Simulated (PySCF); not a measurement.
Compound: C5H11P.
Bonds: C1–C2, C2–P3, P3–C4, C4–C5, C5–C6, C4–C6. Hydrogens: H7, H8, H9 on C1; H10, H11 on C2; H12 on P3; H13 on C4; H14, H15 on C5; H16, H17 on C6.

The same species was optimised twice, with GFN2-xTB and with PBE0-D3(BJ)/def2-SVP (PySCF), and the same property calculations (PySCF, gas phase) were run on both structures.

```
     coordinate  GFN2-xTB  PBE0-D3(BJ)/def2-SVP  change
      C4–C6 (Å)     1.500                 1.504  +0.004
      C4–C5 (Å)     1.501                 1.503  +0.002
      C5–C6 (Å)     1.496                 1.498  +0.002
      C2–P3 (Å)     1.866                 1.864  -0.002
      P3–C4 (Å)     1.839                 1.837  -0.002
      C1–C2 (Å)     1.522                 1.522   0.000
   C2–P3–C4 (°)      97.5                 100.7    +3.2
   P3–C4–C5 (°)     121.7                 123.4    +1.7
   C1–C2–P3 (°)     111.6                 112.4    +0.8
   P3–C4–C6 (°)     120.2                 120.3    +0.1
   C4–C5–C6 (°)      60.1                  60.1     0.0
   C5–C4–C6 (°)      59.8                  59.8     0.0
   C4–C6–C5 (°)      60.1                  60.1     0.0
C1–C2–P3–C4 (°)       167                   168      +1
C2–P3–C4–C5 (°)       -71                   -64      +7
```

Rotational constants: A = 6995, B = 1477, C = 1339 MHz (GFN2-xTB) against A = 6960, B = 1454, C = 1320 MHz (PBE0-D3(BJ)/def2-SVP). Point groups within 0.08 Å: C1 and C1.

On the GFN2-xTB structure: lowest singlet, TDDFT (eV) 6.13 [PBE0/def2-SVPD]; isotropic polarisability (au) 84.9 [PBE0/def2-SVPD]; HOMO (eV) -6.62 [PBE0/def2-SVPD]; LUMO (eV) 0.58 [PBE0/def2-SVPD]; dipole (D) 1.42 [PBE0/def2-SVPD]; HOMO (eV) -6.65 [PBE0/pcSseg-1]; LUMO (eV) 0.93 [PBE0/pcSseg-1]; dipole (D) 1.39 [PBE0/pcSseg-1]; GIAO shielding of C1 (ppm) 172.7 [PBE0/pcSseg-1]; GIAO shielding of C2 (ppm) 164.3 [PBE0/pcSseg-1]; GIAO shielding of P3 (ppm) 366.3 [PBE0/pcSseg-1]; GIAO shielding of C4 (ppm) 177.6 [PBE0/pcSseg-1]; GIAO shielding of C5/C6 (mean) (ppm) 177.3 [PBE0/pcSseg-1].

Question: What do these properties become on the PBE0-D3(BJ)/def2-SVP structure?

Answer: 
```json
{"property": "lowest singlet, TDDFT (eV)", "level": "PBE0/def2-SVPD", "on GFN2-xTB": "6.13", "on PBE0-D3(BJ)/def2-SVP": "6.05", "change": "-0.08"}
{"property": "isotropic polarisability (au)", "level": "PBE0/def2-SVPD", "on GFN2-xTB": "84.9", "on PBE0-D3(BJ)/def2-SVP": "86.4", "change": "+1.5"}
{"property": "HOMO (eV)", "level": "PBE0/def2-SVPD", "on GFN2-xTB": "-6.62", "on PBE0-D3(BJ)/def2-SVP": "-6.56", "change": "+0.06"}
{"property": "LUMO (eV)", "level": "PBE0/def2-SVPD", "on GFN2-xTB": "0.58", "on PBE0-D3(BJ)/def2-SVP": "0.56", "change": "-0.02"}
{"property": "dipole (D)", "level": "PBE0/def2-SVPD", "on GFN2-xTB": "1.42", "on PBE0-D3(BJ)/def2-SVP": "1.42", "change": "0.00"}
{"property": "energy, GFN2-xTB geometry as zero (kcal/mol)", "level": "PBE0/def2-SVPD", "on GFN2-xTB": "0.0", "on PBE0-D3(BJ)/def2-SVP": "-1.2", "change": "-1.2"}
{"property": "HOMO (eV)", "level": "PBE0/pcSseg-1", "on GFN2-xTB": "-6.65", "on PBE0-D3(BJ)/def2-SVP": "-6.59", "change": "+0.06"}
{"property": "LUMO (eV)", "level": "PBE0/pcSseg-1", "on GFN2-xTB": "0.93", "on PBE0-D3(BJ)/def2-SVP": "0.89", "change": "-0.04"}
{"property": "dipole (D)", "level": "PBE0/pcSseg-1", "on GFN2-xTB": "1.39", "on PBE0-D3(BJ)/def2-SVP": "1.40", "change": "+0.01"}
{"property": "energy, GFN2-xTB geometry as zero (kcal/mol)", "level": "PBE0/pcSseg-1", "on GFN2-xTB": "0.0", "on PBE0-D3(BJ)/def2-SVP": "-0.9", "change": "-0.9"}
{"property": "GIAO shielding of C1 (ppm)", "level": "PBE0/pcSseg-1", "on GFN2-xTB": "172.7", "on PBE0-D3(BJ)/def2-SVP": "171.3", "change": "-1.4"}
{"property": "GIAO shielding of C2 (ppm)", "level": "PBE0/pcSseg-1", "on GFN2-xTB": "164.3", "on PBE0-D3(BJ)/def2-SVP": "164.4", "change": "+0.1"}
{"property": "GIAO shielding of P3 (ppm)", "level": "PBE0/pcSseg-1", "on GFN2-xTB": "366.3", "on PBE0-D3(BJ)/def2-SVP": "355.6", "change": "-10.7"}
{"property": "GIAO shielding of C4 (ppm)", "level": "PBE0/pcSseg-1", "on GFN2-xTB": "177.6", "on PBE0-D3(BJ)/def2-SVP": "177.3", "change": "-0.3"}
{"property": "GIAO shielding of C5/C6 (mean) (ppm)", "level": "PBE0/pcSseg-1", "on GFN2-xTB": "177.3", "on PBE0-D3(BJ)/def2-SVP": "175.5", "change": "-1.8"}
```

The heavy atoms differ by 0.057 Å rms after alignment. Among bonds between heavy atoms C4–C6 changes most (+0.004 Å). Changes are differences of the printed values. Neither structure is proved a minimum here.

The values belong to the conformer `[CH3:1][CH2:2][PH:3][CH:4]1[CH2:5][CH2:6]1`: C1–C2–P3–C4 168°, C2–P3–C4–C5 -64°.
